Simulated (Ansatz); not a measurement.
We consider 1T (CdI2-type) PtS2, described by PBE-D3(BJ) (Ansatz, an electronic-structure program, PAW).

Excerpt of the program's output:

```
Relaxation: its limit of steps is 80 (relax.max_steps)
Crystal: 3 atoms, lattice volume = 52.886 Å³
Basis set: ecut = 520 eV, 1421 PW (Γ), exchange–correlation on 54×54×72 points (8 copies of the dense FFT grid, shifted against one another)
Bands: 19, of which v1, the nominal top of the filled ones, is band 15 counted from 1 (14 counted from 0)
Symmetry: 12 space group operations
Space group: P-3m1 (ITA 164), of the structure as read, at distance tolerance 3.8e-5 Å
k-points: 131 of 1152
Functional: x = pbe(κ = 0.804, μ = 0.2195149727645171), c = pbe(β = 0.06672455060314922)
SCF iter   1: F=—  HF=-14329.460578 eV  |F-HF|=—  |Δ(HF+E_count)|=         —  Δρ=3.49e-3  dr2=3.67e-3
SCF iter   2: F=—  HF=-14329.461164 eV  |F-HF|=—  |Δ(HF+E_count)|=   5.86e-4  Δρ=1.67e-3  dr2=8.56e-4
  ...
SCF 1 converged in 6 iterations: F = -14329.461420 eV  dr2 = 4.71e-9
Crystal: 3 atoms, lattice volume = 52.886 Å³
Initial density: handed on by an earlier stage of this run
SCF 2 converged in 6 iterations: F = -14329.468063 eV  dr2 = 5.36e-10
Crystal: 3 atoms, lattice volume = 52.886 Å³
SCF 3 converged in 6 iterations: F = -14329.468378 eV  dr2 = 1.36e-10
Crystal: 3 atoms, lattice volume = 52.886 Å³
SCF iter   8: F=-14329.468373 eV  HF=-14329.468373 eV  |F-HF|=5.46e-12  |Δ(HF+E_count)|=  1.09e-11  Δρ=6.40e-10  dr2=1.16e-16
SCF iter   9: F=-14329.468373 eV  HF=-14329.468373 eV  |F-HF|=3.64e-12  |Δ(HF+E_count)|=  5.46e-12  Δρ=9.83e-11  dr2=7.55e-18
SCF 4 converged in 9 iterations: F = -14329.468373 eV  dr2 = 7.55e-18
SCF converged after 9 iterations
Free energy (F): -14329.468373 eV
Internal energy: -14329.468373 eV  (E = F + TS)
E sigma→0 (E₀):  -14329.468373 eV
Fermi energy:    12.102372 eV
--- Forces (eV/Å), atoms counted from 1 ---
  atom   1  Pt     0.00000000     0.00000000     0.00000000
  atom   2  S      0.00000000    -0.00000000    -0.00202048
  atom   3  S      0.00000000     0.00000000     0.00202048
--- Stress (GPa, compression-positive) ---
       -0.678958      -0.000000       0.000000
       -0.000000      -0.678958      -0.000000
        0.000000      -0.000000      -0.696960
  P = ⅓ Tr σ = -0.6850 GPa (-6.850 kbar)
```

Q: Write an input file that could have produced this run (the log leaves some choices open).

A: Several could match; the one computed here: 
Ansatz 0.2 input:
```yaml
crystal:
  lattice:
    - [1.8033953036, -3.123572292, 0.0]
    - [1.8033953036, 3.123572292, 0.0]
    - [0.0, 0.0, 4.6942417457]
  atoms:
    - { symbol: Pt, position: [0.0, 0.0, 0.0] }
    - { symbol: S, position: [0.3333333333, 0.6666666667, 0.2586716974] }
    - { symbol: S, position: [0.6666666667, 0.3333333333, 0.7413283026] }
basis:
  ecutwfc: 520
  ecutrho_ratio: 4
  xc_grid: 2
kpoints:
  mp_grid: { grid: [12, 12, 8] }
hamiltonian:
  xc: pbe
  dispersion: d3bj
  pseudopotentials: { kind: paw }
scf:
  occupations: { method: fermi_dirac, width: 0.01 }
output:
  forces: true
  stress: true
  eigenvalues: true
relax:
  f_tol: 0.004
  escape_saddle: false
  max_steps: 80
  cell: { stress_tol: 0.02, fix: [volume] }
```

The cell is one volume of an energy–volume scan, off the minimum.
